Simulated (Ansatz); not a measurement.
**Worked example: correlation energy of H2Ge–N, quartet**

Geometry: displaced at random from a stationary point.

```xyz
4

Ge   -0.0075   -0.0001    0.2937
N    -0.0653    0.0082   -1.6364
H     0.6813   -1.2824    0.7764
H     0.7644    1.1788    0.7946
```

Basis cc-pVDZ; Ansatz 0.2.0. Correlated methods freeze the noble-gas cores and the filled d shells of p-block atoms, which leaves 11 electrons in 36 orbitals. Prefix R: restricted or restricted open-shell reference; prefix U: unrestricted. No spin–orbit coupling is included, and no scalar relativity.

Full CI isn't at hand for all of this; UCCSDT(Q) serves as the reference, and is uncertain by about the last step of the cluster series.

Runs differ by some tens of microhartree through their thresholds and, for an open shell, their frozen cores, so steps under 0.03 kcal/mol mean nothing.

| level | total energy (hartree) |
| --- | --- |
| UHF | -2130.842839 |
| UMP2 | -2131.016161 |
| UCCSD | -2131.053066 |
| UCCSD(T) | -2131.057683 |
| UCCSDT | -2131.058782 |
| UCCSDT(Q) | -2131.059097 |

Task: What is the correlation energy at UCCSDT(Q), and what share of it do UMP2 and UCCSD(T) recover?

Result: E(corr) = -2131.059097 − (-2130.842839) = -0.216258 hartree = -5.885 eV. UMP2: -0.173322 / -0.216258 = 80.15 %. UCCSD(T): -0.214844 / -0.216258 = 99.35 %.

Task: By how many kcal/mol does UCCSD(T) miss UCCSDT(Q) (1 hartree = 627.509 kcal/mol), and which steps make up the rest?

Result: -2131.057683 − (-2131.059097) = 0.001414 hartree = 0.89 kcal/mol. Steps: UCCSDT − UCCSD(T) = -0.69, UCCSDT(Q) − UCCSDT = -0.20 kcal/mol. Differences between like states or geometries often cancel part of this.
